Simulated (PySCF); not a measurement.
**Run times of cluster calculations**

Single jobs in PySCF with density fitting, those on clusters of several parts including the runs of the parts alone, on shared hosts, each launched as `OMP_NUM_THREADS=1 python cluster_run.py task.json out`; times are rough.

```csv
system (of a reaction: its main species),parts or species,job,basis functions,threads × CPU,wall time,peak memory (GiB)
C2N2S and carbonyl sulfide,2,"interaction energy with counterpoise and decomposition, PBE0-D3(BJ)/def2-SVPD, grids of densities and orbitals",177,1 × AMD EPYC 9R45 96-Core,25 s,0.6
beryllium hydride and acetylene,2,"core levels, SCAN, 2 core holes",88,1 × AMD EPYC 9R45 96-Core,4.6 s,0.68
selenium difluoride and ammonia,2,"vibrations by differences of gradients, PBE0-D3(BJ)/def2-SVPD",131,1 × AMD EPYC 9R45 96-Core,3.5 min,0.76
PH2F and formaldehyde,2,"interaction energy with counterpoise and decomposition, wB97M-D3(BJ)/def2-TZVPD",196,1 × AMD EPYC 9R45 96-Core,14 s,0.86
4 × water,4,"interaction energy with counterpoise and decomposition, wB97M-D3(BJ)/def2-TZVPD, with pair energies",232,1 × AMD EPYC 9R45 96-Core,90 s,0.82
```

| system (of a reaction: its main species) | parts or species | job | basis functions | threads × CPU |
| --- | --- | --- | --- | --- |
| CH7GeNZn | 4 | reaction energy, PBE0-D3(BJ)/def2-TZVPD | 242 | 1 × AMD EPYC 9R45 96-Core |
| methanol and 2 × water | 3 | core levels, SCAN, 3 core holes | 127 | 1 × AMD EPYC 9R45 96-Core |
| boron trichloride and bromide | 2 | vibrations by differences of gradients, PBE0-D3(BJ)/def2-SVPD | 142 | 1 × AMD EPYC 9R45 96-Core |

(1) Estimate wall time and peak memory of the jobs in the second table.

Results:

(1) CH7GeNZn, reaction energy: 13 s, 0.83 GiB; methanol and 2 × water, core levels: 9.1 s, 0.47 GiB; boron trichloride and bromide, vibrations by differences of gradients: 2.8 min, 0.75 GiB.
